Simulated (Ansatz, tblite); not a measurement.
**(CuI)2 ring (Cu2I2): rung by rung**

The task here is to estimate one member of a computed series from the others.

Method: as each input shows; program: Ansatz 0.2.0, Gaussian basis.

Levels to be run: GFN1-xTB, GFN2-xTB, PBE-D4/def2-TZVP, r2SCAN-D4/def2-TZVP, ωB97M-V/def2-TZVP, r2SCAN0-D4/def2-TZVP, r2SCANh-D4/def2-TZVP, PBE-QIDH/def2-TZVP, B97M-V/def2-TZVP, B3LYP-D4/def2-TZVP, HSE06-D4/def2-TZVP, PBE-D4/def2-SVP, PBE0-D4/def2-SVP, PBE0-D4/def2-TZVPD, PBE-D4/def2-TZVPD, r2SCAN-D4/def2-TZVPD, CCSD(T)/def2-SVP, MP2/def2-TZVP, RPA/def2-TZVP.

## The structure

The geometry is that of the singlet, from an earlier relaxation (PBE0-D4/def2-SVP).

4 atoms, charge 0, spin multiplicity 1.

Bond lengths: Cu1–I2 2.544 Å, Cu1–I4 2.544 Å, I2–Cu3 2.544 Å, Cu3–I4 2.544 Å. Angles: I2–Cu1–I4 124.4°, Cu1–I2–Cu3 55.6°, I2–Cu3–I4 124.4°, Cu1–I4–Cu3 55.6°.

I takes a core potential in the def2 sets. No spin-orbit coupling is included.

PBE0-D4/def2-TZVP was run before; its log isn't repeated, and its numbers join the tables.

The first run:

Tight binding, by tblite at 300 K electronic temperature and without a spin-polarisation term:

```python
tblite.interface.Calculator('GFN1-xTB', numbers, positions, charge=0, uhf=0).singlepoint()
```

Tight binding, by tblite at 300 K electronic temperature and without a spin-polarisation term:

```python
tblite.interface.Calculator('GFN2-xTB', numbers, positions, charge=0, uhf=0).singlepoint()
```

start.molden holds the orbitals of an earlier run on this state, given as this run's starting guess.

File in.yaml:

```yaml
crystal:
  periodic: [false, false, false]
  atoms:
    - {symbol: Cu, position_ang: [0.723322, -0.487109, -0.804638]}
    - {symbol: I, position_ang: [-1.783594, -0.666202, -1.200003]}
    - {symbol: Cu, position_ang: [-0.723317, 0.487116, 0.804624]}
    - {symbol: I, position_ang: [1.783589, 0.666195, 1.200017]}
basis:
  gaussian: {orbitals: def2-TZVP, initial_orbitals: start.molden}
hamiltonian: {xc: pbe, dispersion: d4}
scf: {omitted_lower_state_checks: [starts]}
output: {orbitals: {seedname: orbitals}}
```

On the command line:

```console
> ansatz run in.yaml --threads 4 --pin off --events-out ev --progress --plain --max-ram 3916MiB
```

Among the steps run: PBE-D4/def2-TZVP; r2SCAN-D4/def2-TZVP; ωB97M-V/def2-TZVP; r2SCAN0-D4/def2-TZVP; r2SCANh-D4/def2-TZVP; PBE-QIDH/def2-TZVP; B97M-V/def2-TZVP; B3LYP-D4/def2-TZVP; HSE06-D4/def2-TZVP; PBE-D4/def2-SVP; PBE0-D4/def2-SVP; PBE0-D4/def2-TZVPD; PBE-D4/def2-TZVPD; r2SCAN-D4/def2-TZVPD; CCSD(T)/def2-SVP; MP2/def2-TZVP; RPA/def2-TZVP.

One table of the session follows, with a row left open; its other results are not shown here.

| level | HOMO (eV) | LUMO (eV) | gap (eV) |
| --- | --- | --- | --- |
| PBE-D4/def2-SVP | -5.07 | -2.32 | 2.75 |
| PBE-D4/def2-TZVP | -5.64 | -2.68 | 2.96 |
| PBE-D4/def2-TZVPD | -5.66 | -2.73 | 2.93 |
| r2SCAN-D4/def2-TZVP | ? | ? | ? |
| r2SCAN-D4/def2-TZVPD | -5.75 | -2.42 | 3.33 |
| B97M-V/def2-TZVP | -5.83 | -2.58 | 3.25 |
| r2SCANh-D4/def2-TZVP | -6.37 | -2.06 | 4.31 |
| B3LYP-D4/def2-TZVP | -6.87 | -2.12 | 4.75 |
| PBE0-D4/def2-SVP | -6.76 | -1.50 | 5.27 |
| PBE0-D4/def2-TZVP | -7.11 | -1.79 | 5.32 |
| PBE0-D4/def2-TZVPD | -7.12 | -1.85 | 5.27 |
| r2SCAN0-D4/def2-TZVP | -7.25 | -1.61 | 5.64 |
| HSE06-D4/def2-TZVP | -6.71 | -2.15 | 4.57 |
| ωB97M-V/def2-TZVP | -9.23 | -0.25 | 8.99 |

Q: Estimate the row for r2SCAN-D4/def2-TZVP from the others.

Worked estimate for «HOMO (eV)». Against the share of exact exchange, r2SCANh-D4/def2-TZVP (0.1, -6.37), r2SCAN0-D4/def2-TZVP (0.25, -7.25) give a slope of -5.87 per unit share; at 0 the line stands at -5.78.

The run gave: HOMO (eV): -5.74; LUMO (eV): -2.37; gap (eV): 3.37. In «HOMO (eV)» the line misses by -0.04.
